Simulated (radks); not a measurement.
# S²⁺ in [Ne] 3s2 3p2: an all-electron calculation

Aim: the levels, the sizes of the orbitals and the parts of the energy of the sulfur ion S2+.

The numbers are computed with radks (a radial shooting solver on a logarithmic mesh, Libxc functionals) version 1 (scalar-relativistic Kohn-Sham, PBE, spin-polarised, spherical densities, finite nucleus; open shells are filled with parallel spins first), except any that are marked as measured or tabulated.

**1. The atom as given**

```
element            : sulfur (Z = 16)
charge             : +2
electrons          : 14
configuration      : [Ne] 3s2 3p2
nuclear rms radius : 3.2611 fm
```

Outer shells as boxes (Hund's rule):

S²⁺
```
[Ne] core
3s [↑↓]
3p [↑ ][↑ ][  ]
```

**2. The calculation**

Settings of this run:

```text
Z 16
configuration [Ne] 3s2 3p2
relativity scalar-relativistic
functional pbe,pbe
spin polarised
nucleus finite rms 3.2611 fm
c 137.035999084
```

What does the calculation give?

The runs gave:

```
                        quantity                   value
                    total energy      -397.84204 hartree
exchange-correlation share of it                  6.24 %
                            −T/E                  1.0040
          highest occupied level       3p up, -29.006 eV
    most extended occupied level  3p up, <r> = 1.75 bohr
 radius at density 0.001 e/bohr³               3.38 bohr
    maxima of the radial density                       3
         ionisation energy, NIST    34.86 (semi-emp.) eV
```

**Reading.** The radial density shows 3 maxima for 3 occupied principal shells. Relativity lifts −T/E to 1.004. Minus the highest eigenvalue, 29.006 eV, is 83 % of the tabulated ionisation energy (34.86 eV); the potential of a semilocal functional falls off too fast, so its top eigenvalue is too shallow. Open shells are spherical and high-spin; term and fine-structure splittings are not resolved.
